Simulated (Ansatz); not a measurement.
Input file:

```yaml
crystal:
  periodic: [false, false, false]
  atoms:
    - {symbol: C, position_ang: [-0.003327, -0.103004, 0.004665]}
    - {symbol: H, position_ang: [-0.004160, 0.584047, -0.868581]}
    - {symbol: H, position_ang: [0.043804, 0.643357, 0.812992]}
basis:
  gaussian: {orbitals: 6-31G}
magnetization: {spin_polarized: true, initial_magnetization: 0}
correlation: {method: ccsd, electrons: all}
```

```sh
$ ansatz run in.yaml --threads 1 --pin off --events-out ev --progress --plain --max-ram 2393MiB
```

Log:

```
191 factors; integrals over basis functions are off by at most 2.9e-4 eV
mean field evaluation 1: about -1056.9645 eV, gradient 5.8e0 eV
mean field evaluation 2: about -1056.9629 eV, gradient 5.8e0 eV
mean field evaluation 4: about -1057.2197 eV, gradient 3.0e-1 eV
mean field evaluation 8: about -1057.2215 eV, gradient 2.2e-6 eV
mean field evaluation 16: about -1057.7557 eV, gradient 1.8e-3 eV
mean field evaluation 32: about -1056.9645 eV, gradient 5.8e0 eV
mean field evaluation 64: about -1057.7557 eV, gradient 6.3e-2 eV
mean field evaluation 96: about -1054.0613 eV, gradient 1.0e1 eV
mean field evaluation 128: about -1057.2215 eV, gradient 9.7e-4 eV
mean field evaluation 160: about -1057.2239 eV, gradient 1.5e-2 eV
mean field -1057.75571080 eV, -38.8718053995 hartree, gradient 9.7e-6 eV, S^2 0.717704; 6 other end points of the search recorded, 0 dependent functions left out
determinant -1057.75571080 eV, -38.8718053995 hartree, with singles and doubles -1059.83497638 eV, -38.9482169999 hartree
determinant -1056.91456638 eV, -38.8408939119 hartree, with singles and doubles -1059.72489577 eV, -38.9441716123 hartree
determinant -1057.75571080 eV, -38.8718053995 hartree, with singles and doubles -1059.94760295 eV, -38.9523559500 hartree
determinant -1056.91456638 eV, -38.8408939119 hartree, with singles and doubles -1059.80461582 eV, -38.9471012698 hartree
determinant -1057.22146123 eV, -38.8521720897 hartree, with singles and doubles -1059.63116062 eV, -38.9407269088 hartree
reference -1057.75571080 eV, -38.8718053995 hartree; 4, 4 occupied and 9, 9 virtual orbitals, 191 factors
second order -1.59646641 eV of doubles, -0.00000000 eV of singles
cycle   1  -2.19189200 eV  change    1.4e-7 eV  update   3.7e-6
WARN: the results are in doubt because among natural orbitals full CI differs from the method by +0.542 eV
Total energy: -1059.94760281 eV, -38.9523559449 hartree
In doubt: among natural orbitals full CI differs from the method by +0.542 eV
```

Ran on 1 thread of Intel Xeon Platinum 8375C, shared host: 0.33 s wall, 0.08 GiB peak host memory.
